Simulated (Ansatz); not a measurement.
hcp Ru, treated with r²SCAN in Ansatz (PAW).

Numerical settings: plane-wave cutoff 500 eV, 30×30×18 k mesh (along the axes of the cell as run), Fermi–Dirac smearing 0.1 eV, no spin polarisation, scalar-relativistic PAW data made under PBE.

Computed at the level's own relaxed cell.

Q: What does this level give for the equilibrium volume per atom, equilibrium lattice constant a and lattice parameter c?

A: 
* **equilibrium volume per atom**: 13.50 Å³/atom
* **equilibrium lattice constant a**: 2.704 Å
* **lattice parameter c**: 4.263 Å

Measured, for comparison: lattice constant a 2.706 Å (293 K, no zero-point or thermal correction, our sources range from 2.700 to 2.706; as tabulated in Wikipedia's data pages); lattice parameter c 4.282 Å (293 K, no zero-point or thermal correction; as tabulated in Wikipedia's data pages). Computed (rounded) less measured: lattice constant a -0.1 % (inside the range of the sources held), lattice parameter c -0.4 %. A static lattice is as a rule a little smaller and stiffer than an uncorrected measurement, which narrows the difference in the lattice parameter c and would widen misses of the other sign.

Static lattice: no zero-point or thermal effects.

Cost on a shared machine: about 7 core-minutes (a rough figure).

Ansatz is a first-principles code.
